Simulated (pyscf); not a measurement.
Elementary routes open to Cl–GeH(Cl)–Cl + H atom (H•) in the gas phase (doublet surface):
A. hydrogen chloride (HCl) + Cl–GeH•–Cl (Cl–Ge broken; Cl–H formed)
B. Cl–Ge•(Cl)–Cl + hydrogen (H₂) (Ge–H broken; H–H formed)

Optimised with ωB97X-D3(BJ)/def2-SVP in PySCF.

Task: Rank the routes by free-energy barrier at 1200 K, lowest first, for ωB97M-D3(BJ)/def2-TZVP energies (ideal gas, 1 atm, RRHO with modes under 100 cm⁻¹ raised to 100, one conformer, R ln 2 for chiral ones without a mode under 150 cm⁻¹).

Result: B (26.5 kcal/mol), A (35.6 kcal/mol)

Route B is the fastest of these, ahead of the next by 9.0 kcal/mol. The most stable products are those of B (ΔG = -29.5 kcal/mol), so kinetics and thermodynamics agree. At 298 K B is still the fastest. Only these routes are compared; each barrier is that of the saddle found, and lower ones may exist. Elements up to Kr have no core potential and no relativistic terms here.
